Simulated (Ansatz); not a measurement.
Steps of a relaxation of CH3NO (`C=NO`) with RKS PBE0-D4/def2-TZVP.

```sh
$ ansatz run in.yaml --threads 4 --pin off --events-out ev --progress --plain --max-ram 10444MiB
```

```yaml
crystal:
  periodic: [false, false, false]
  atoms:
    - {symbol: C, position_ang: [-0.646810, 0.279914, -0.535039]}
    - {symbol: N, position_ang: [-0.051305, -0.592768, 0.194650]}
    - {symbol: O, position_ang: [1.108041, -0.094859, 0.767962]}
    - {symbol: H, position_ang: [-1.577959, -0.043526, -1.026623]}
    - {symbol: H, position_ang: [-0.266056, 1.311356, -0.678846]}
    - {symbol: H, position_ang: [1.434080, -0.860117, 1.277885]}
basis:
  gaussian: {orbitals: def2-TZVP}
hamiltonian: {xc: pbe0, dispersion: d4}
relax: {f_tol: 0.005, max_steps: 150}
```

Positions (Å) and forces (eV/Å) along the path, 7 of 7 steps:

```xyz
6
step=1 energy=-4617.5878 eV
C    -0.647    0.280   -0.535    0.406   -0.476    0.458
N    -0.051   -0.593    0.195   -0.489    0.996   -0.717
O     1.108   -0.095    0.768   -0.076   -0.615    0.192
H    -1.578   -0.044   -1.027    0.546    0.148    0.307
H    -0.266    1.311   -0.679   -0.184   -0.620    0.111
H     1.434   -0.860    1.278   -0.202    0.566   -0.351
6
step=2 energy=-4617.6211 eV
C    -0.642    0.277   -0.530    0.059   -0.118    0.061
N    -0.058   -0.590    0.187   -0.073    0.301   -0.139
O     1.096   -0.092    0.761   -0.044   -0.237    0.049
H    -1.562   -0.040   -1.016    0.139    0.049    0.070
H    -0.259    1.292   -0.668   -0.053   -0.169    0.044
H     1.424   -0.847    1.266   -0.028    0.173   -0.085
6
step=3 energy=-4617.6230 eV
C    -0.639    0.274   -0.533   -0.067    0.020    0.052
N    -0.063   -0.587    0.189    0.091   -0.003   -0.026
O     1.096   -0.095    0.754   -0.067   -0.021    0.003
H    -1.557   -0.038   -1.015   -0.010    0.003   -0.008
H    -0.260    1.287   -0.661    0.034   -0.002   -0.034
H     1.422   -0.841    1.265    0.018    0.002    0.014
6
step=4 energy=-4617.6230 eV
C    -0.639    0.273   -0.533   -0.023    0.014    0.083
N    -0.063   -0.589    0.188    0.055    0.023   -0.047
O     1.094   -0.094    0.754   -0.031   -0.010    0.015
H    -1.557   -0.035   -1.015   -0.039   -0.017   -0.027
H    -0.258    1.285   -0.659    0.028   -0.002   -0.034
H     1.423   -0.839    1.265    0.010   -0.008    0.011
6
step=5 energy=-4617.6230 eV rejected
C    -0.645    0.277   -0.524    0.023   -0.008   -0.097
N    -0.061   -0.588    0.185    0.026   -0.034    0.085
O     1.091   -0.093    0.760   -0.020    0.022   -0.037
H    -1.556   -0.037   -1.017   -0.036    0.000    0.002
H    -0.255    1.283   -0.665   -0.008    0.052    0.024
H     1.425   -0.841    1.261    0.015   -0.032    0.022
6
step=6 energy=-4617.6235 eV
C    -0.641    0.275   -0.530    0.010    0.014    0.003
N    -0.060   -0.588    0.186   -0.006   -0.006   -0.003
O     1.092   -0.094    0.758    0.007    0.000    0.005
H    -1.557   -0.037   -1.015   -0.010   -0.004   -0.005
H    -0.257    1.286   -0.663    0.000   -0.008    0.002
H     1.424   -0.841    1.264    0.000    0.004   -0.002
6
step=7 energy=-4617.6235 eV
C    -0.641    0.275   -0.530   -0.002   -0.003    0.000
N    -0.060   -0.589    0.186    0.001    0.002    0.001
O     1.092   -0.094    0.758    0.000    0.000    0.000
H    -1.558   -0.037   -1.015    0.002    0.001    0.000
H    -0.257    1.285   -0.663    0.000    0.001    0.000
H     1.424   -0.841    1.264    0.000   -0.001    0.000
```

Hardware: 4 threads of an Arm Neoverse V1 on a shared host. Wall time 5.5 s, peak host memory 0.16 GiB.
